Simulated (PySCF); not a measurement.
## Li: ionisation energy

Li [He] 2s1 (2S) → Li⁺ 1s2 (1S), as a difference of total energies. Calculation: PySCF 2.14, in dyall-acv3z; the non-relativistic Hamiltonian (point nucleus). Correlated levels: valence and next inner shell: nothing frozen; virtual orbitals above 40 to 60 times the deepest correlated orbital energy dropped. The calculations carry no spin-orbit coupling.

| method | ionisation energy (eV) | error (eV) |
| --- | --- | --- |
| UHF | 5.343 | -0.049 |
| MP2 (valence and next inner shell) | 5.379 | -0.013 |
| SCS-MP2 (valence and next inner shell) | 5.375 | -0.017 |
| CCSD (valence and next inner shell) | 5.386 | -0.006 |
| CCSD(T) (valence and next inner shell) | 5.387 | -0.005 |
| CCSDT (valence and next inner shell) | 5.387 | -0.005 |

Reference: 5.392 eV (measured; NIST Atomic Spectra Database, ionization energies).

Errors of the correlated levels include the incompleteness of this basis.
